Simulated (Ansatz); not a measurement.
System (SMILES): [O]O (O-OH), doublet.
Atoms: O1, O2, H3. Bonds: O1-O2, O2-H3.

Basis-set convergence of the optimised O2-H3 bond length at PBE0 with Ansatz (an electronic-structure program). Cartesian d functions, on some or all atoms, in 6-31G**; all else is spherical. The program fits the integrals of some runs and decomposes those of others, by size. Open shells are unrestricted. No added dispersion term, no relativity. Reference: the value in aug-pcseg-3, 0.9719 Å, itself unsure by roughly 0.0001 Å (its mean distance from aug-cc-pVQZ, def2-QZVPPD, pcseg-3). Deviations are taken from unrounded values.

| basis | functions | optimised O2-H3 bond length (Å) | minus reference (Å) |
|---|---|---|---|
| 3-21G | 20 | 1.0029 | 0.0309 |
| pcseg-0 | 20 | 1.0085 | 0.0366 |
| cc-pVDZ | 33 | 0.9788 | 0.0069 |
| pcseg-1 | 33 | 0.9790 | 0.0070 |
| 6-31G** | 35 | 0.9762 | 0.0042 |
| 6-311++G(2d,2p) | 64 | 0.9717 | -0.0002 |
| cc-pVTZ | 74 | 0.9722 | 0.0002 |
| aug-cc-pVTZ | 115 | 0.9731 | 0.0012 |
| pcseg-3 | 153 | 0.9718 | -0.0002 |

The smallest set listed that lies within 0.005 Å of the reference with all its larger relatives (same family, alike in diffuse functions; a set with none counts only in the reference's own line) is 6-31G** (35 functions, 0.0042 Å off). Inside, with no larger relative to test it: pcseg-3. (Relatives not listed, tested too: 6-311G** 0.0003, 6-311++G(3df,3pd) 0.0004, cc-pVQZ -0.0003, aug-cc-pVQZ 0.0002 Å.)
